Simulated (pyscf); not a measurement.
This saddle point was located with ωB97X-D3(BJ)/def2-SVP in PySCF.

```xyz
6

O      1.1192    -0.4823     0.1581
Ga    -0.2045    -0.0184    -0.9522
F     -1.1113     1.4515    -0.7699
F     -0.6217    -1.0633    -2.2735
H      1.1606     0.5765     1.0856
H      0.8891     1.2992     1.3832
```
Charge 0, spin multiplicity 2.

Surface: doublet, charge 0. Lowest wavenumbers (cm⁻¹): 815i, 121, 167, 195, 205.

**Question.** What reaction is this the transition state of?

**Answer.** HO–Ga(F)–F (SMILES [OH][Ga]([F])[F]) + H• (SMILES [H]) ⇌ •O–Ga(F)–F (SMILES [O][Ga]([F])[F]) + H₂ (SMILES [H][H]), a hydrogen abstraction read from left to right: H–O broken and H–H formed. At ωB97M-D3(BJ)/def2-TZVP it lies +0.80 eV from the left side and +0.10 eV from the right (each side as separated species at their lowest minima found). This is the saddle that the search found; another between the same sides may lie lower. The angle at the transferred H is 152°. Elements up to Kr have no core potential and no relativistic terms here.
